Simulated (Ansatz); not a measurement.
**AlH₄ (doublet): from Hartree-Fock to the top rungs at distance Al1–H5 = 1.595 Å, 6-31G**

Aim: climb from Hartree-Fock through coupled cluster and multireference methods for AlH₄ (doublet) at one geometry and basis, and see what each rung misses.

The runs use Ansatz 0.2.0, Gaussian basis; 6-31G, core rule «outside noble gas», up to 5 orbitals frozen.

Plan: UHF; CCSD(T) on ROHF; CCSD(T) on UHF; BCCD(T) on ROHF; CISD; CCSDT(Q) on ROHF; CCSDT(Q) on UHF; CCSDTQ on ROHF; CCSDTQ on UHF; CASSCF and MRCISD+Q, 3 electrons in 3 orbitals; CASSCF and NEVPT2, 3 electrons in 3 orbitals; Full CI.

32 further runs of the same task are left out: 8 for a known fault of the program, 2 for a mislabelled method, 17 that didn't finish, 5 set aside as unsound or not needed.

## (1) The system

The geometry derives from a PBE0/def2-TZVP stationary point (not a proven minimum). One bond is set to the value named and the two fragments are kept rigid.

5 atoms, charge 0, spin multiplicity 2.

Atoms are counted from 1 here; the program's logs count them from 0.

Bond lengths: Al1–H4 1.595 Å, Al1–H5 1.595 Å, H2–H3 0.766 Å. Angles: H4–Al1–H5 120.0°.

## (2) UHF

File in.yaml:

```yaml
crystal:
  periodic: [false, false, false]
  atoms:
    - {symbol: Al, position_ang: [-0.059867, 0.000147, -0.132768]}
    - {symbol: H, position_ang: [0.448722, 0.001802, 1.985772]}
    - {symbol: H, position_ang: [-0.317066, -0.008906, 1.956389]}
    - {symbol: H, position_ang: [0.733301, 1.383310, -0.188797]}
    - {symbol: H, position_ang: [0.737612, -1.380129, -0.199290]}
basis:
  gaussian: {orbitals: 6-31G}
magnetization: {spin_polarized: true, initial_magnetization: 1}
hamiltonian: {xc: hf}
output: {orbitals: {seedname: orbitals}}
```

Command:

```console
> ansatz run in.yaml --threads 1 --pin off --events-out ev --progress --plain --max-ram 2393MiB
```

After this run come: CCSD(T) on ROHF; CCSD(T) on UHF; BCCD(T) on ROHF; CISD; CCSDT(Q) on ROHF; CCSDT(Q) on UHF; CCSDTQ on ROHF; CCSDTQ on UHF; CASSCF and MRCISD+Q, 3 electrons in 3 orbitals; CASSCF and NEVPT2, 3 electrons in 3 orbitals; Full CI.

Before running them: what should the planned runs give, taken together? Wanted: FCI below the RHF energy; RMP2 from FCI; UMP2 from FCI; RCCSD from FCI; RCCSD(T) from FCI; UCCSD(T) from FCI; RCCSDT(Q) from FCI; UCCSDT(Q) from FCI; NEVPT2 pair from FCI.

The runs gave:

| quantity | value |
| --- | --- |
| FCI below the RHF energy | -1.9549 eV |
| RMP2 from FCI | +14.09 kcal/mol |
| UMP2 from FCI | +14.03 kcal/mol |
| RCCSD from FCI | +0.62 kcal/mol |
| RCCSD(T) from FCI | +0.21 kcal/mol |
| UCCSD(T) from FCI | +0.21 kcal/mol |
| RCCSDT(Q) from FCI | 0.00 kcal/mol |
| UCCSDT(Q) from FCI | 0.00 kcal/mol |
| NEVPT2 pair from FCI | +11.28 kcal/mol |
| levels within 1 kcal/mol (43 meV) | RCCSD, UCCSD, RCCSD(T), UCCSD(T), BCCD(T), RCCSDT, UCCSDT, RCCSDT(Q), UCCSDT(Q), RCCSDTQ, UCCSDTQ |
| T1 diagnostic | 0.013 |
| effectively unpaired electrons | 1.02 |

RCCSD(T) misses by +0.21 kcal/mol, 0.5 % of the correlation energy. One determinant dominates. These misses are within one basis, not against nature; the frozen cores of restricted and unrestricted runs differ, which can shift their rows.
